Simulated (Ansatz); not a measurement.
## Ansatz (development build ahead of 0.2.0) run

```yaml
crystal:
  periodic: [false, false, false]
  atoms:
    - { symbol: F, position_ang: [0.0, 0.0, 0.0] }
    - { symbol: H, position_ang: [1.63684, 0.0, 0.0] }
    - { symbol: H, position_ang: [-1.70505, 0.0, 0.0] }
basis:
  gaussian: { orbitals: "6-31G" }
total_charge: 1
hamiltonian:
  xc: hf
correlation:
  method: fci
  frozen_orbitals: { F: 1, H: 0 }
```

The input is written out in the form of the current development build from the run's settings.

The run gave:

```json
{"Converged": "yes", "Total energy": "-100.09475 hartree", "State": "lowest singlet root, of any spatial symmetry"}
```
